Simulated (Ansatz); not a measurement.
Ansatz (a quantum-chemistry and plane-wave program) input (r2SCAN/cc-pVTZ):

Ansatz 0.2 input:
```yaml
crystal:
  periodic: [false, false, false]
  atoms:
    - {symbol: N, position_ang: [0.00224146, -0.00382052, 0.11155442]}
    - {symbol: H, position_ang: [-0.00202883, 0.95117179, -0.22808750]}
    - {symbol: H, position_ang: [0.80949996, -0.46442426, -0.29287493]}
    - {symbol: H, position_ang: [-0.82316134, -0.46000387, -0.25991854]}
basis:
  gaussian:
    orbitals: cc-pVTZ
    final_grid: {core_spheres: 10, valence_spheres: 9, degree: 29}
hamiltonian:
  xc: {name: r2SCAN}
magnetization: {spin_polarized: false}
```

Output:

```
Functional definition: r2SCAN
integrals: 0.01 GiB planned
355 factors; their error is unknown
mean field: 0.12 GiB planned
mean field evaluation 1: about -1532.2349 eV, gradient 6.0e1 eV
mean field evaluation 2: about -1524.4208 eV, gradient 8.1e1 eV
mean field evaluation 4: about -1538.6817 eV, gradient 4.9e-1 eV
mean field evaluation 8: about -1538.6773 eV, gradient 2.1e-1 eV
mean field -1538.67733371 eV, -56.5453490610 hartree, gradient 6.7e-5 eV, S^2 0.000000; 0 other end points of the search recorded, 0 dependent functions left out
reference -1538.67733967 eV, -56.5453492800 hartree; 5, 5 occupied and 67, 67 virtual orbitals, 355 factors
Total energy: -1538.67733967 eV, -56.5453492800 hartree
```
